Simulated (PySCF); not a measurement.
# CF+: from the state search to spectroscopic constants

What are the lowest state that PBE0 finds, the bond length, vibrational wavenumber and bond energy of CF+, and how much do these hang on the method?

Program: PySCF 2.14.0. Level of theory: C def2-TZVPPD, F def2-TZVPPD, no relativity. These are calculated values, not measurements.

## Step 1: Set-up

The job is set up so:

| Quantity | Value |
| --- | --- |
| atoms | C, F |
| charge | 1 |
| basis | C def2-TZVPPD, F def2-TZVPPD |
| Hamiltonian | no relativity |
| basis functions | 77 |
| electrons treated | 14 |
| masses in u | 12.0000, 18.9984 |
| levels | PBE0, PBE, r²SCAN, PBEsol, B97-3, M06-2X, TPSS, TPSSh, ωB97M-V, HF, MP2, SCS-MP2, CCSD, CCSD(T) |
| grid | 80 radial by 434 angular points |
| occupations | held fixed by the projection of orbital angular momentum |
| dissociation limit | C+ + F, each in its ground configuration |
| starting distance in angstrom | 1.425 |
| values of 2S to try | 0, 2 |

Started as:

```bash
$ OMP_NUM_THREADS=1 python dia.py task.json out
```

Further steps of the session: First curve: PBE0; Other states along the same grid; PBE; r²SCAN (meta-GGA); PBEsol (GGA); B97-3 (global hybrid GGA); M06-2X (hybrid meta-GGA); TPSS (meta-GGA); TPSSh; ωB97M-V; RHF; Adding correlation.

Before running it: what results should come out? Wanted: for each run, Re; ωe; De; μ.

**Answer**, as computed:

Lowest PBE0 solution found, without spin–orbit coupling: ¹Σ⁺ (singlet), closed shell. State 2 has its PBE0 minimum 4.34 eV higher. The other levels ran on the lowest alone.

| level | Re (Å) | ωe (cm⁻¹) | De (eV) | μ (D) |
| --- | --- | --- | --- | --- |
| RHF | 1.132 | 1973 | 5.45 | -1.23 |
| RHF-MP2 | 1.157 | 1812 | 8.09 | n/a |
| RHF-SCS-MP2 | 1.156 | 1818 | 7.81 | n/a |
| RHF-CCSD | 1.155 | 1824 | 7.45 | n/a |
| RHF-CCSD(T) | 1.162 | 1774 | 7.70 | n/a |
| PBE | 1.170 | 1702 | 8.50 | -0.96 |
| PBEsol | 1.166 | 1723 | 8.95 | -0.93 |
| TPSS | 1.168 | 1713 | 8.02 | -0.98 |
| r²SCAN | 1.159 | 1768 | 8.08 | -0.96 |
| TPSSh | 1.161 | 1759 | 7.84 | -1.00 |
| PBE0 | 1.153 | 1815 | 7.98 | -1.01 |
| B97-3 | 1.152 | 1824 | 7.97 | -1.01 |
| M06-2X | 1.150 | 1847 | 7.92 | -1.11 |
| ωB97M-V | 1.156 | 1806 | 8.07 | -1.06 |

De is counted to C+ + F in their ground configurations. A positive dipole points from C to F; in an ion it is taken about the centre of mass and does not tell which atom is negative.

**Reading.** Bond lengths run from 1.132 Å (RHF) to 1.170 Å (PBE). Among the levels with a De in the table, it runs from 5.45 eV (RHF) to 8.95 eV (PBEsol).

Correlated steps freeze 2 core orbitals. T1 is 0.021 near the minimum (highest on the curve 0.034), which may point to more than one leading configuration.
